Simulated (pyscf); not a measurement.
# Atom transfer: F–GeH₃ (SMILES [F][GeH3]) + H• (SMILES [H]) → GeH₃• (SMILES [GeH3]) + HF (SMILES F)

Gas phase, doublet surface, charge 0. Bonds broken: Ge1–F2. Bonds formed: F2–H6. PySCF, gas phase, ωB97X-D3(BJ)/def2-SVP geometries. MP2 and CC: frozen core, UHF for open shells. ΔMP2 is the change of the MP2 total energy from the triple- to the quadruple-zeta basis.

Transition state (Å):

```xyz
6

Ge    -0.0656     0.5600    -0.5152
F      0.9544    -0.4046     0.8894
H      0.2109     2.0556    -0.3214
H     -1.5462     0.2213    -0.3066
H      0.4505     0.0552    -1.8678
H      1.5751    -0.9877     1.7337
```

One imaginary mode, 1923i cm⁻¹; descent along it reached the two sides named.

```json
[
 {"bond": "Ge1–F2", "change": "breaks", "reactant side (Å)": "1.746", "saddle": "1.986", "product side": "3.1"},
 {"bond": "F2–H6", "change": "forms", "reactant side (Å)": "3.2", "saddle": "1.199", "product side": "0.926"}
]
```

Electronic energies relative to the separated reactants (kcal/mol):

```
level                             barrier  reaction energy  reverse barrier
--------------------------------  -------  ---------------  ---------------
ωB97X-D3(BJ)/def2-TZVP               28.2             -7.1             35.2
PBE/def2-TZVP                        14.1            -10.0             24.1
r²SCAN/def2-TZVP                     18.0            -10.1             28.1
B3LYP-D3(BJ)/def2-TZVP               17.6            -11.1             28.7
PBE0-D3(BJ)/def2-TZVP                20.6            -10.2             30.8
M06-2X/def2-TZVP                     26.6             -8.7             35.4
ωB97M-D3(BJ)/def2-TZVP               24.3            -10.6             34.9
HF/def2-TZVP                         46.0             -4.6             50.5
MP2/def2-QZVPP                       31.5             -8.3             39.8
CCSD/def2-TZVPP                      29.6            -12.3             41.9
CCSD(T)/def2-TZVPP                   28.1            -11.6             39.6
CCSD(T)/def2-TZVPP + ΔMP2(QZVPP)     27.6            -11.7             39.2
```

With CCSD(T)/def2-TZVPP + ΔMP2(QZVPP) energies and thermal terms (ideal gas, 1 atm, RRHO with modes under 100 cm⁻¹ raised to 100, one conformer, R ln 2 for rigid chiral ones), in kcal/mol:

```
T (K)   ΔH‡   ΔG‡     ΔH     ΔG
-----  ----  ----  -----  -----
298    26.5  32.3   -8.8  -11.4
600    26.5  38.2   -9.3  -13.9
900    26.3  44.2  -10.1  -16.1
1200   26.1  50.1  -11.1  -17.9
```

The same reactants have a lower exit, to F–GeH₂• + H₂ (barrier +3.5 kcal/mol at ωB97M-D3(BJ), against +24.3 kcal/mol here). One saddle was located; it need not be the lowest between these sides. The angle at the transferred F is 180°. The CCSD(T) − MP2 part came from Ansatz, without density fitting, on the same reference. The frozen core leaves the outer d or s,p core shells of the metals and heavy elements correlated in the MP2 and CC values, and def2-TZVPP describes them poorly, which can shift differences by a few kcal/mol. Elements up to Kr have no core potential and no relativistic terms here.
